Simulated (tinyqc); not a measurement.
RKS/BLYP in the sto-6g basis, for LiH, spin multiplicity 1, step by step. One step of it, computed by the program tinyqc.

Question. Orthogonalisation. S = U s U^T; symmetric (Loewdin) form X = U s^(-1/2) U^T, so that X^T S X = 1.

overlap S, order 1Li 1s, 1Li 2s, 1Li 2px, 1Li 2py, 1Li 2pz, 2H 1s:
$$\begin{pmatrix}
1.000000 & 0.235742 & 0.000000 & 0.000000 & 0.000000 & 0.019012 \\
0.235742 & 1.000000 & 0.000000 & 0.000000 & 0.000000 & 0.261348 \\
0.000000 & 0.000000 & 1.000000 & 0.000000 & 0.000000 & 0.000000 \\
0.000000 & 0.000000 & 0.000000 & 1.000000 & 0.000000 & 0.000000 \\
0.000000 & 0.000000 & 0.000000 & 0.000000 & 1.000000 & 0.373786 \\
0.019012 & 0.261348 & 0.000000 & 0.000000 & 0.373786 & 1.000000
\end{pmatrix}$$

Give: eigenvalues of S; X.

Answer.

eigenvalues of S: [0.5263, 0.8102, 1.0000, 1.0000, 1.1778, 1.4857]

X, order 1Li 1s, 1Li 2s, 1Li 2px, 1Li 2py, 1Li 2pz, 2H 1s:
$$\begin{pmatrix}
1.0223 & -0.1263 & 0.0000 & 0.0000 & -0.0058 & 0.0172 \\
-0.1263 & 1.0538 & 0.0000 & 0.0000 & 0.0446 & -0.1548 \\
0.0000 & 0.0000 & 1.0000 & 0.0000 & 0.0000 & 0.0000 \\
0.0000 & 0.0000 & 0.0000 & 1.0000 & 0.0000 & 0.0000 \\
-0.0058 & 0.0446 & 0.0000 & 0.0000 & 1.0621 & -0.2163 \\
0.0172 & -0.1548 & 0.0000 & 0.0000 & -0.2163 & 1.0930
\end{pmatrix}$$
